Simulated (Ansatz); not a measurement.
## A basis-limit estimate, worked out

An elementary step of SiH$_{5}$OF, singlet (SiH₃OF ([OH][SiH2][F]) + H₂ → SiH₄O ([OH][SiH3]) + HF; Si–F, H–H broken or loosened, Si–H, F–H formed or tightened). “Start” and “end” are the PBE0-D4/def2-TZVP structures reached by relaxing down either side of its saddle point, with the molecules still in contact.

Computed with Ansatz 0.2.0 (basis: def2-TZVPP and def2-QZVPP); correlated methods freeze the cores.

Energies in eV:

| quantity | end | start |
| --- | --- | --- |
| Hartree–Fock, triple zeta (X = 3) | -12688.04444 | -12689.42045 |
| Hartree–Fock, quadruple zeta (X = 4) | -12688.53194 | -12689.93489 |
| MP2 correlation, X = 3 | -17.70664 | -17.64730 |
| MP2 correlation, X = 4 | -19.23191 | -19.16924 |
| CCSD(T) correlation, X = 3 | -18.94327 | -18.83298 |

(1) Work out the step energy at the basis limit: extrapolate Hartree–Fock as E(X) = E∞ + A exp(−7.88 √X) and the MP2 correlation as E(X) = E∞ + B X^−2.97 (the exponents that Neese and Valeev fitted for def2-TZVPP and QZVPP), then add CCSD(T) − MP2 in triple zeta.

The T1 diagnostic stays at or below 0.013.

Results:

(1) Each step is linear, so take the differences first (end − start): Hartree–Fock 1.37601 (X = 3) and 1.40295 (X = 4); MP2 correlation -0.05934 and -0.06267; CCSD(T) correlation -0.11029.
Two points give E∞ = E(4) + w [E(4) − E(3)], with w = 1/(exp(7.88 (2 − √3)) − 1) = 0.1377 for Hartree–Fock and w = 1/((4/3)^2.97 − 1) = 0.7407 for the correlation.
Hartree–Fock: 1.40295 + 0.1377 × 0.02694 = 1.4067 eV.
MP2 correlation: -0.06267 + 0.7407 × (-0.00333) = -0.0651 eV.
CCSD(T) − MP2: -0.11029 − (-0.05934) = -0.0510 eV.
Sum: 1.4067 + (-0.0651) + (-0.0510) = 1.2906 eV, or 29.76 kcal/mol. Plain CCSD(T) in triple zeta gives 1.2657 eV, so the larger basis shifts the result by 0.0249 eV.

Labels in which every atom is bracketed show which atoms are joined, not bond orders.

For scale, one of the runs: CCSD(T)/def2-TZVPP, 174 basis functions (an equivalent command: `ansatz run in.yaml --threads 2`). The run took 22 s on 2 CPU threads (shared host), with 1.6 GiB of host memory at its peak.
